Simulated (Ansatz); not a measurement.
# LiSiH3: single points off equilibrium

The task here is to estimate one member of a computed series from the others.

Program: Ansatz 0.2.0, Gaussian basis. Level of theory: single points in def2-TZVPP. These are calculated values, not measurements.

Correlated methods freeze the cores. The outer core shell of Li, Na, Mg and K is correlated.

**Where the work starts**

5 atoms, charge 0, spin multiplicity 1.

Atoms are counted from 1 here; the program's logs count them from 0.

Bond lengths: Li1–Si2 2.396 Å, Si2–H3 1.411 Å, Si2–H4 1.486 Å, Si2–H5 1.565 Å. Angles: Li1–Si2–H3 117.0°, Li1–Si2–H4 116.5°, Li1–Si2–H5 114.6°, H3–Si2–H4 104.1°, H3–Si2–H5 104.4°, H4–Si2–H5 97.8°.

Coordinates:

```csv
atom,x (Å),y (Å),z (Å)
Li1,-2.1862,0.7202,0.4310
Si2,0.0498,0.0127,-0.0617
H3,0.4934,0.1681,-1.3921
H4,0.3883,-1.3957,0.2709
H5,1.1570,0.7058,0.8001
```

Set-up of the first run:

Contents of run/in.yaml:

```yaml
crystal:
  periodic: [false, false, false]
  atoms:
    - {symbol: Li, position_ang: [-2.186200, 0.720200, 0.431000]}
    - {symbol: Si, position_ang: [0.049800, 0.012700, -0.061700]}
    - {symbol: H, position_ang: [0.493400, 0.168100, -1.392100]}
    - {symbol: H, position_ang: [0.388300, -1.395700, 0.270900]}
    - {symbol: H, position_ang: [1.157000, 0.705800, 0.800100]}
basis:
  gaussian: {orbitals: def2-TZVPP}
correlation: {method: ccsd_t}
output: {forces: true}
```

The command line of these runs was not kept.

Steps of the session up to this table: CCSD(T)/def2-TZVPP; PBE0-D4/def2-TZVPP; wB97M-V/def2-TZVPP; r2SCAN-D4/def2-TZVPP; PBE-D4/def2-TZVPP; CAM-B3LYP-D4/def2-TZVPP; LC-wPBE/def2-TZVPP.

One of the session's tables, all rows but one given; the rest of the session is left out.

```
      method  RMS force component (eV/Å)  angle to CCSD(T) forces (°)  dipole (D)
     CCSD(T)                       0.780                    reference        7.31
     PBE0-D4                       0.788                          3.0        7.05
     wB97M-V                       0.764                          3.3        7.11
   r2SCAN-D4                       0.780                          2.8        7.13
      PBE-D4                       0.800                          8.6        6.83
CAM-B3LYP-D4                       0.766                          3.1        7.14
     LC-wPBE                           ?                            ?           ?
```

Estimate the missing values for LC-wPBE.

**Answer.** RMS force component (eV/Å): 0.793; angle to CCSD(T) forces (°): 2.1; dipole (D): 7.26. In the column «RMS force component (eV/Å)» it lies between PBE0-D4 (0.788) and PBE-D4 (0.800).
